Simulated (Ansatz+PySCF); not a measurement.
Results of a calculation; reference values are marked as such.
## PySCF 2.14.0 run

```python
from pyscf import gto, scf

mol = gto.M(atom="""
B 0.000000 0.000000 0.000000
H 0.722940 0.722940 0.722940
H 0.722940 -0.722940 -0.722940
H -0.722940 0.722940 -0.722940
H -0.722940 -0.722940 0.722940
""", basis='aug-cc-pvdz', charge=-1, spin=0)
mf = scf.RHF(mol)
mf.init_guess = 'huckel'
mf.kernel()
while True:  # follow internal instabilities
    mo, _, stable, _ = mf.stability(return_status=True)
    if stable: break
    mf.kernel(mf.make_rdm1(mo, mf.mo_occ))
print(mf.converged, mf.e_tot, mf.spin_square()[0])
```

The script is written out from the run's settings.

Output:

- Converged: yes
- Total energy: -26.97771 hartree
- Spin squared of the determinant: 0.000
